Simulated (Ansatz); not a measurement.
**C2H3NO: how energies converge with the basis set**

An exercise on one series of results from a longer session: the logs are not shown, and one member is left open.

Program: Ansatz 0.2.0, Gaussian basis. Level of theory: one geometry, several basis sets. These are calculated values, not measurements.

Levels to be run: PBE0-D4/def2-SVP; ωB97M-V/def2-SVP; PBE0-D4/def2-QZVPP; ωB97M-V/def2-QZVPP; the functionals' def2-TZVPP values are taken from earlier runs.

### The relaxed structure

All runs share one geometry, relaxed beforehand with PBE0-D4 in a triple-zeta def2 set.

7 atoms, charge 0, spin multiplicity 1.

Atoms are counted from 1 here; the program's logs count them from 0.

Bond lengths: N1–C2 1.323 Å, N1–H5 1.006 Å, N1–H6 1.004 Å, C2–C3 1.387 Å, C2–O4 1.258 Å, C3–H7 1.095 Å. Angles: C2–N1–H5 119.4°, C2–N1–H6 120.4°, H5–N1–H6 119.4°, N1–C2–C3 142.1°, N1–C2–O4 128.3°, C3–C2–O4 89.2°, C2–C3–H7 111.0°.

Set-up of the first run:

in.yaml

```yaml
crystal:
  periodic: [false, false, false]
  atoms:
    - {symbol: N, position_ang: [-0.735771, 0.793082, -0.184302]}
    - {symbol: C, position_ang: [0.087216, -0.241750, -0.128759]}
    - {symbol: C, position_ang: [1.395956, -0.583942, 0.175638]}
    - {symbol: O, position_ang: [-0.108713, -1.417014, -0.531553]}
    - {symbol: H, position_ang: [-1.610236, 0.703993, -0.674158]}
    - {symbol: H, position_ang: [-0.432104, 1.699915, 0.120235]}
    - {symbol: H, position_ang: [1.464852, -1.022383, 1.177200]}
basis:
  gaussian: {orbitals: def2-SVP}
hamiltonian: {xc: pbe0, dispersion: d4}
output: {orbitals: {seedname: orbitals}}
```

The run is started by

```
ansatz run in.yaml --threads 2 --pin off --events-out ev --progress --plain --max-ram 4352MiB
```

Steps of the session up to this table: PBE0-D4 in def2-SVP; ωB97M-V in def2-SVP; PBE0-D4 in def2-QZVPP; ωB97M-V in def2-QZVPP.

One table of the session follows, with a row left open; its other results are not shown here.

It belongs to the step «Density functionals: the series». 

```
functional       basis  HOMO (eV)
   PBE0-D4    def2-SVP      -6.15
   PBE0-D4  def2-TZVPP      -6.41
   PBE0-D4  def2-QZVPP      -6.46
   ωB97M-V    def2-SVP      -8.45
   ωB97M-V  def2-TZVPP          ?
   ωB97M-V  def2-QZVPP      -8.81
```

Q: Estimate the row for ωB97M-V, def2-TZVPP from the others.

The run gave: HOMO (eV): -8.76. In the column «HOMO (eV)» it lies between ωB97M-V, def2-QZVPP (-8.81) and ωB97M-V, def2-SVP (-8.45).
